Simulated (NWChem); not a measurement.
methanethiol (CH4S); SMILES CS

```xyz
6

C      0.0079     1.1470     0.0000
S      0.0787    -0.6792     0.0000
H     -0.4890     1.5435     0.9067
H      1.0590     1.4940     0.0000
H     -0.4890     1.5435    -0.9067
H     -1.2673    -0.8884     0.0000
```
Atoms are numbered in this order, from 1.

Results from NWChem. Coordinates come from a PBE-D3(BJ)/def2-SVP optimisation. Static field.

**Question.** Predict the results for PBE0/def2-SVPD. Quantities: isotropic polarisability (bohr³); anisotropy (bohr³).

**Answer.** 
* **isotropic polarisability (bohr³)**: 36.8
* **anisotropy (bohr³)**: 8.9
